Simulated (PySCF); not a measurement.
Calculation: PBE-D3(BJ)/def2-TZVP // r2SCAN-D4/def2-TZVP in PySCF 2.14.0. Gas-phase values, no solvent. 

Reference species (SMILES): `C=C=N` (neutral, multiplicity 1).

* **S1 oscillator strength**: 0.001
* **dipole moment**: 1.42 D

Changed species: `C(#N)C`.

What does the change do to the S1 oscillator strength and dipole moment?

the S1 oscillator strength hardly moves; the dipole moment increases by 2.52 D, to 3.94 D.
